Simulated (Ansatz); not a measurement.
# CH₃N (quintet): the correlation ladder, cc-pVDZ

The task here is to estimate one member of a computed series from the others.

Method: cc-pVDZ, core rule «outside noble gas», up to 2 orbitals frozen; program: Ansatz 0.2.0, Gaussian basis.

To be run: UHF; CCSD(T) on ROHF; CCSD(T) on UHF; BCCD(T) on ROHF; CISD as a restricted active space (open shells left free, so some higher excitations enter); CCSDT(Q) on ROHF; CCSDT(Q) on UHF; CASSCF and MRCISD+Q, 12 electrons in 11 orbitals; CASSCF and NEVPT2, 12 electrons in 11 orbitals.

22 further runs of the same task are left out: 10 that didn't finish, 12 set aside as unsound or not needed. Runs told in other sessions of the task aren't counted.

### The geometry

The geometry is a PBE0/def2-TZVP stationary point (not a proven minimum) of the parent state, kept for this charge and spin.

5 atoms, charge 0, spin multiplicity 5.

Atoms are counted from 1 here; the program's logs count them from 0.

Bond lengths: N1–C2 1.403 Å, C2–H3 1.101 Å, C2–H4 1.101 Å, C2–H5 1.101 Å. Angles: N1–C2–H3 110.9°, N1–C2–H4 110.9°, N1–C2–H5 110.9°, H3–C2–H4 108.0°, H3–C2–H5 108.0°, H4–C2–H5 108.0°.

Set-up of the first run:

Input file in.yaml:

```yaml
crystal:
  periodic: [false, false, false]
  atoms:
    - {symbol: N, position_ang: [-0.767330, 0.007230, 0.007201]}
    - {symbol: C, position_ang: [0.635942, -0.005992, -0.005968]}
    - {symbol: H, position_ang: [1.018747, -1.037854, -0.004565]}
    - {symbol: H, position_ang: [1.041604, 0.508718, 0.878222]}
    - {symbol: H, position_ang: [1.024810, 0.500066, -0.902610]}
basis:
  gaussian: {orbitals: cc-pVDZ}
magnetization: {spin_polarized: true, initial_magnetization: 4}
hamiltonian: {xc: hf}
output: {orbitals: {seedname: orbitals}}
```

Run with:

```
$ ansatz run in.yaml --threads 1 --pin off --events-out ev --progress --plain --max-ram 2393MiB
```

Steps of the session up to this table: UHF; CCSD(T) on ROHF; CCSD(T) on UHF; BCCD(T) on ROHF; CISD as a restricted active space (open shells left free, so some higher excitations enter); CCSDT(Q) on ROHF; CCSDT(Q) on UHF; CASSCF and MRCISD+Q, 12 electrons in 11 orbitals; CASSCF and NEVPT2, 12 electrons in 11 orbitals.

One of the session's tables, all rows but one given; the rest of the session is left out.

It belongs to the step «Misses and costs». 

| method | from UCCSDT(Q) (kcal/mol) |
| --- | --- |
| ROHF | +178.50 |
| UHF | +173.48 |
| RMP2 | +30.21 |
| UMP2 | +29.19 |
| CISD | ? |
| RCCSD | +6.86 |
| UCCSD | +6.78 |
| RCCSD(T) | +1.34 |
| UCCSD(T) | +1.34 |
| BCCD(T) | +1.37 |
| RCCSDT | +0.36 |
| UCCSDT | +0.34 |
| RCCSDT(Q) | +0.08 |
| UCCSDT(Q) | 0 |
| CASSCF valence | +132.93 |
| NEVPT2 valence | +27.09 |
| MRCISD valence | +10.65 |
| MRCISD+Q valence | +2.09 |

**Question.** Estimate the row for CISD.

The run gave: from UCCSDT(Q) (kcal/mol): +17.79. In the column «from UCCSDT(Q) (kcal/mol)» it lies between MRCISD valence (+10.65) and NEVPT2 valence (+27.09).

Limits of these values: Restricted and unrestricted rows rest on different reference determinants; a gap between their highest levels can come from leftover correlation error, from unlike frozen cores or from another state.
